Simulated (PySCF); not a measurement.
# Reproducing measurements on C2H6S2

**Measured values to compare with.**

Besley, J. Chem. Theory Comput. 2021, 17, 3644 (DFT calculations of core-electron binding energies at the K-edge of heavier elements) lists, for the gas: S 1s binding energy of S2/S3 2477.72 eV.

How close the calculation comes is told at the end.

Species: C2H6S2.
SMILES with atom numbers: `[CH3:1][S:2][S:3][CH3:4]` (hydrogens: H5, H6, H7 on C1; H8, H9, H10 on C4)

Cartesian coordinates in Å at the PBE0-D3(BJ)/def2-TZVP level; atoms count from 1:
```xyz
10
C2H6S2 angstrom
C      1.855   -0.057   -0.265
S      0.904    0.262    1.235
S     -0.732    1.248    0.556
C     -1.860   -0.084    0.096
H      2.776   -0.548    0.058
H      2.101    0.877   -0.768
H      1.317   -0.722   -0.940
H     -1.496   -0.631   -0.773
H     -2.007   -0.762    0.936
H     -2.810    0.393   -0.155
```

Runs made with PySCF (gas phase, on this PBE0-D3(BJ)/def2-TZVP geometry; non-relativistic but for the core-level run):

```csv
level,job,basis functions
"delta-SCF UKS SCAN, pcX-3 on the ionised atom, pcseg-2 elsewhere, spin-free X2C","ΔSCF core ionisation, 3 holes",277
```

Results beside the measurements:

**Core binding energies.** PySCF 2.14.0, delta-SCF UKS SCAN, pcX-3 on the ionised atom, pcseg-2 elsewhere, spin-free X2C.

```
level and atom  computed (eV)  measured (eV)  computed − measured (eV)
   S 1s, S2/S3        2477.31        2477.72                     -0.41
```

Sources, in the order of the opening: Besley, J. Chem. Theory Comput. 2021, 17, 3644 (DFT calculations of core-electron binding energies at the K-edge of heavier elements). The computed values are vertical, without vibrational structure; measured positions hang on the energy calibration. The first atom of each set that the bonding makes equivalent was ionised and stands for the set.

No measured geometry was used, and the causes of the misses weren't examined.
